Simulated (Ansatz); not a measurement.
C3H5NS can be A, `C1=NCCS1`, or B, `CSC1C=N1`.

Calculated with Ansatz (gas phase, PBE0-D4/def2-TZVP geometries, no zero-point term in ΔE). CCSD(T)/CBS is the MP2 limit (def2-TZVPP, def2-QZVPP) plus CCSD(T) − MP2 in def2-TZVPP, frozen cores. DFT in def2-TZVPP. Each species was taken in one conformer, which may not be the lowest.

(1) Which isomer does CCSD(T)/CBS put lower? Give the gap. (Best estimate.)

(2) Give E(B) − E(A) in kcal/mol with ωB97M-V, PBE-D4, CCSD/def2-TZVPP, HF/def2-TZVPP, PBE0-D4, CCSD(T)/def2-TZVPP, MP2/def2-TZVPP. (Estimate.)

Largest T1 diagnostic: 0.014.

Results:

(1) The calculation gave: A, by 43.8 kcal/mol.

(2) Ansatz gave: ωB97M-V 42.8, PBE-D4 44.1, CCSD/def2-TZVPP 43.7, HF/def2-TZVPP 43.4, PBE0-D4 45.1, CCSD(T)/def2-TZVPP 43.9, MP2/def2-TZVPP 43.5. None reverses the order clearly.

From PBE to PBE0 (25 % exact exchange), in def2-TZVPP and without D4, E(B) − E(A) moves by +1.2 kcal/mol. The D4 term adds +1.1 kcal/mol with B3LYP and +0.5 kcal/mol with PBE0; it sums over pairs of atoms, weighted by their polarisabilities, and B3LYP, whose exchange is more repulsive, gets the larger term.

B3LYP here is the variant with VWN-RPA as its local correlation; programs differ in this.
